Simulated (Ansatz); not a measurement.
Input file:

```yaml
crystal:
  periodic: [false, false, false]
  atoms:
    - {symbol: O, position_ang: [-0.148500, -0.049094, 0.000000]}
    - {symbol: H, position_ang: [-0.397809, 0.877481, 0.000000]}
    - {symbol: H, position_ang: [0.972500, -0.049094, 0.000000]}
    - {symbol: H, position_ang: [1.782500, -0.049094, 0.000000]}
basis:
  gaussian: {orbitals: cc-pVDZ}
magnetization: {spin_polarized: true, initial_magnetization: 1}
hamiltonian: {xc: hf}
output: {orbitals: {seedname: orbitals}}
```

```sh
$ ansatz run in.yaml --threads 1 --pin off --events-out ev --progress --plain --max-ram 5120MiB --backend cpu
```

The program prints:

```
258 factors; integrals over basis functions are off by at most 1.4e-3 eV
mean field evaluation 1: about -2079.2658 eV, gradient 1.9e1 eV
mean field evaluation 2: about -2079.2663 eV, gradient 1.9e1 eV
mean field evaluation 4: about -2080.9728 eV, gradient 2.2e0 eV
mean field evaluation 8: about -2081.0315 eV, gradient 7.8e-3 eV
mean field evaluation 16: about -2079.4254 eV, gradient 2.8e-1 eV
mean field -2081.03148919 eV, -76.4764966541 hartree, gradient 2.4e-5 eV, S^2 0.781143; 0 other end points of the search recorded, 0 dependent functions left out
reference -2081.03148919 eV, -76.4764966541 hartree; 6, 5 occupied and 23, 24 virtual orbitals, 258 factors
Total energy: -2081.03148919 eV, -76.4764966541 hartree
```

Ran on 1 thread of AMD EPYC 7R13, shared host: 0.25 s wall, 0.1 GiB peak host memory.
